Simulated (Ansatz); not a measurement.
**Counterpoise correction, worked out**

The pair of H2S (SMILES S, atoms 1–3) and PH3 (SMILES P, atoms 4–7), both closed shells, in one local arrangement (a lower one may exist), relaxed at PBE0-D4/def2-TZVP:

S1  (0.104, 0.681, -2.444)
H2  (0.918, 0.162, -1.510)
H3  (-0.461, -0.511, -2.689)
P4  (0.290, -0.229, 1.311)
H5  (-1.039, -0.691, 1.128)
H6  (-0.113, 1.116, 1.506)
H7  (0.301, -0.526, 2.699)
(Å)

Program: Ansatz 0.2.0. Basis: def2-TZVPPD. Cores are frozen in the correlated methods.

CCSD(T) total energies in eV:

| system | geometry | basis functions | energy |
| --- | --- | --- | --- |
| pair | pair | all | -20180.66958 |
| H2S | as in the pair | all (partner as ghosts) | -10855.53638 |
| PH3 | as in the pair | all (partner as ghosts) | -9325.09225 |
| H2S | as in the pair | its own | -10855.52952 |
| PH3 | as in the pair | its own | -9325.08681 |
| H2S | free (PBE0-D4 minimum) | its own | -10855.52984 |
| PH3 | free (PBE0-D4 minimum) | its own | -9325.08636 |

(1) Work out the interaction energy with and without the counterpoise correction, the superposition error, and the binding energy from the relaxed fragments.

The T1 diagnostic stays at or below 0.014.

## Answers

(1) Without correction: -20180.66958 − (-10855.52952) − (-9325.08681) = -0.05325 eV.
With correction (each fragment in the whole basis): -20180.66958 − (-10855.53638) − (-9325.09225) = -0.04095 eV = -0.94 kcal/mol.
The superposition error is the difference, 0.01230 eV, 23 % of the uncorrected value: each fragment borrows its partner's functions.
Deformation from the free shapes: 0.00032 eV for H2S and -0.00045 eV for PH3 (a small negative value is possible, since the free shapes are minima of another method).
Binding energy from relaxed fragments: -0.04095 + 0.00032 + (-0.00045) = -0.04108 eV = -0.95 kcal/mol (electronic, without zero-point energy; negative means bound). For comparison, the corrected interaction energy by CCSD(T) at an estimated basis limit (MP2 extrapolated from triple and quadruple zeta, plus CCSD(T) − MP2 in triple zeta) is -0.055 eV; triple zeta with the correction binds less.

For scale, one of the runs: CCSD(T)/def2-TZVPPD, 184 basis functions, launched by `ansatz run in.yaml --threads 2 --pin off --events-out ev --progress --plain --max-ram 5222MiB`. Time: 9.5 s of wall clock on 2 CPU threads of an Intel Xeon 6975P-C; the host was shared. Peak host memory: 1.8 GiB.
